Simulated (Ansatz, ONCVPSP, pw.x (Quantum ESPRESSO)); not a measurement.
pw.x on diamond H: one setting changed

Potential: optimised norm-conserving Vanderbilt (ONCV), ONCVPSP 4.0.1, PBEsol; core none, reference 1s1; waves: 1s: rc 0.95 bohr, ncon 3, nbas 6, qcut 6.5 1/bohr, 2 projectors, debl 1.1 Ha; p scattering state at 0.16 Ha: rc 1.00 bohr, ncon 3, nbas 6, qcut 6.7 1/bohr, 2 projectors, debl 2.7 Ha; local part: polynomial inside 0.75 bohr (lpopt 5, dvloc0 3 Ha); core correction: none.

The reference run (k-mesh 15³, cutoffs 95/380 Ry, Fermi–Dirac 0.01 Ry, mixing_beta 0.4, conv_thr 1e-9, no spin) gives -0.73 GPa at 3.355 Å³/atom, where all-electron LAPW gives -0.03 GPa. This run, with its own iteration cap, changes smearing to gauss.

```
&control
  calculation='scf', prefix='x', pseudo_dir='./', outdir='./tmp', tstress=.true., disk_io='none'
/
&system
  ibrav=0, nat=2, ntyp=1, ecutwfc=95, ecutrho=380, nbnd=8,
  occupations='smearing', smearing='gauss', degauss=0.01
/
&electrons
  conv_thr=1e-09, mixing_beta=0.4, electron_maxstep=50
/
ATOMIC_SPECIES
H 1.0 H.UPF
CELL_PARAMETERS angstrom
  0.00000000 1.49703116 1.49703116
  1.49703116 0.00000000 1.49703116
  1.49703116 1.49703116 0.00000000
ATOMIC_POSITIONS crystal
H 0.0000 0.0000 0.0000
H 0.2500 0.2500 0.2500
K_POINTS automatic
15 15 15 0 0 0
```

```bash
pw.x < H.scf.in > H.scf.out
```

**Question.** How does the run end?

**Answer.** It converges in 7 iterations; the free energy moves by +1.1 meV/atom and the pressure by +0.00 GPa. Gaussian smearing of the same width is narrower in effect than Fermi–Dirac, so its quadratic term in F is smaller.

```
Message from routine setup:
     using ibrav=0 with symmetry is DISCOURAGED, use correct ibrav instead
     lattice parameter (alat)  =       4.0008  a.u.
     unit-cell volume          =      45.2813 (a.u.)^3
     number of electrons       =         2.00
     number of Kohn-Sham states=            8
     kinetic-energy cutoff     =      95.0000  Ry
     charge density cutoff     =     380.0000  Ry
     scf convergence threshold =      1.0E-09
     Exchange-correlation= PBESOL
     number of k points=   120  Gaussian smearing, width (Ry)=  0.0100
     iteration #  1     ecut=    95.00 Ry     beta= 0.40
     total energy              =      -2.20496315 Ry
     estimated scf accuracy    <       0.00550012 Ry
     iteration #  2     ecut=    95.00 Ry     beta= 0.40
     total energy              =      -2.20488689 Ry
     estimated scf accuracy    <       0.00189970 Ry
     iteration #  3     ecut=    95.00 Ry     beta= 0.40
     total energy              =      -2.20489716 Ry
     estimated scf accuracy    <       0.00000077 Ry
     iteration #  4     ecut=    95.00 Ry     beta= 0.40
     total energy              =      -2.20489813 Ry
     estimated scf accuracy    <       0.00000251 Ry
     iteration #  5     ecut=    95.00 Ry     beta= 0.40
     total energy              =      -2.20489817 Ry
     estimated scf accuracy    <          1.6E-09 Ry
     iteration #  6     ecut=    95.00 Ry     beta= 0.40
     total energy              =      -2.20489818 Ry
     estimated scf accuracy    <          7.3E-09 Ry
     iteration #  7     ecut=    95.00 Ry     beta= 0.40
     the Fermi energy is     2.7531 ev
!    total energy              =      -2.20489818 Ry
     estimated scf accuracy    <          3.0E-12 Ry
     smearing contrib. (-TS)   =      -0.00006307 Ry
     The total energy is F=E-TS. E is the sum of the following terms:
     one-electron contribution =       0.91350603 Ry
     hartree contribution      =       0.11898561 Ry
     xc contribution           =      -1.33317749 Ry
     ewald contribution        =      -1.90414927 Ry
     convergence has been achieved in   7 iterations
          total   stress  (Ry/bohr**3)                   (kbar)     P=       -7.29
     Message from routine punch:
     Nothing written, as per user request (disk_io='none')
```

The run took about 8.9 s on one core of a shared host (Intel(R) Xeon(R) Processor @ 2.60GHz, 24 threads, 32 GiB, load 5).
